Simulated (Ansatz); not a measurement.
C4H7NS (`C#CC(C)(N)S`). The species carries charge 0 and has multiplicity 1.

```xyz
13

C     1.456    0.351   -2.027
C     0.858    0.189   -0.998
C     0.100    0.030    0.247
C    -0.963   -1.049    0.081
N    -0.539    1.257    0.694
S     1.350   -0.458    1.502
H     1.991    0.491   -2.936
H    -1.681   -0.746   -0.686
H    -1.492   -1.183    1.024
H    -0.509   -1.991   -0.221
H     0.157    1.984    0.807
H    -1.200    1.570   -0.010
H     0.474   -0.447    2.522
```

Task: Give the diagnostics of a CCSD(T)/def2-TZVPP run (frozen core, Ansatz 0.2.0). (An estimate is asked.)

Result: The calculation gave: T1 = 0.0113, largest single amplitude 0.009, largest double 0.033, (T) share of the correlation energy 4.5 %, 9 CCSD cycles. The RHF solution is stable towards an unrestricted one. T1 lies under the customary mark of 0.02 for closed shells.
